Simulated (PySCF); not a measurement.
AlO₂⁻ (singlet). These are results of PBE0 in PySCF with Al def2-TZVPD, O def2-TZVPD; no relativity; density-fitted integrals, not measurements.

Harmonic bands of its minimum:

```json
{"ω (cm⁻¹)": "269", "IR (km/mol, summed over degenerate members)": "188", "degeneracy": "2"}
{"ω (cm⁻¹)": "811", "IR (km/mol, summed over degenerate members)": "0.0", "degeneracy": "1"}
{"ω (cm⁻¹)": "1161", "IR (km/mol, summed over degenerate members)": "181", "degeneracy": "1"}
```

**Question.** The central atom is Al. Infer the point group and assign the bands.

**Answer.** D∞h. The modes span πu + σg+ + σu+: 269 πu, 811 σg+, 1161 σu+. The computed geometry has Al–O 1.630 Å (×2); O–Al–O 180.0°.

Other isomers or separated fragments may lie lower. The lowest empty level of this anion is unbound, so it and the gap depend on the basis.
